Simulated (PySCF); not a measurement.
Level sweep

Species: 3-methyl-1-butene, C₅H₁₀.
Geometry (PBE0-D3(BJ)/def2-SVP, Å), atoms numbered from 1 in this order:
```xyz
15
C5H10 angstrom
C      2.262   -0.117   -0.225
C      1.066   -0.233    0.352
C     -0.248    0.129   -0.277
C     -0.936    1.243    0.512
C     -1.149   -1.100   -0.394
H      2.368    0.269   -1.244
H      3.180   -0.402    0.296
H      1.004   -0.625    1.377
H     -0.042    0.504   -1.296
H     -0.303    2.141    0.571
H     -1.892    1.527    0.043
H     -1.155    0.917    1.542
H     -1.376   -1.517    0.602
H     -0.670   -1.892   -0.988
H     -2.108   -0.844   -0.872
```

PySCF, dipoles from the SCF density, polarisabilities from static response with core orbitals frozen. Isolated species at its PBE0-D3(BJ)/def2-SVP geometry (one conformer only).

Q: Compare the levels for these properties.

A: 

```
              level  μ (D)  α (Å³)  anisotropy (Å³)
      LDA/def2-SVPD  0.395   10.00             3.09
      PBE/def2-SVPD  0.377    9.84             3.09
    B3LYP/def2-SVPD  0.361    9.62             3.04
     PBE0/def2-SVPD  0.367    9.53             3.02
BHandHLYP/def2-SVPD  0.353    9.36             3.01
CAM-B3LYP/def2-SVPD  0.352    9.49             2.97
  wB97X-D/def2-SVPD  0.367    9.50             2.96
  LC-wPBE/def2-SVPD  0.352    9.23             2.90
       HF/def2-SVPD  0.362    9.16             3.07
        PBE0/6-31G*  0.302    7.90             3.46
       PBE0/6-31+G*  0.362    9.06             3.15
      PBE0/def2-SVP  0.341    8.31             3.29
   PBE0/aug-cc-pVDZ  0.386    9.81             3.08
     PBE0/def2-TZVP  0.366    9.32             3.24
    PBE0/def2-TZVPD  0.385    9.75             3.07
```

The anisotropy is √(½[(α1 − α2)² + (α2 − α3)² + (α3 − α1)²]). The dipole runs from 0.30 D (PBE0/6-31G*) to 0.39 D (LDA/def2-SVPD). No reference polarisability is at hand; against PBE0 in the largest diffuse basis at hand (def2-TZVPD) the other PBE0 rows deviate by 6-31G* -19%, 6-31+G* -7%, def2-SVP -15%, def2-SVPD -2%, aug-cc-pVDZ +1%, def2-TZVP -4%. In one basis (def2-SVPD) the functionals order the polarisability from HF (lowest) to LDA (highest), a spread of 9%. With PBE0 the polarisability is 8.51 Å³ without diffuse functions (mean of 6-31G*, def2-SVP and def2-TZVP) and 9.54 Å³ with them (mean of 6-31+G*, def2-SVPD, aug-cc-pVDZ and def2-TZVPD).
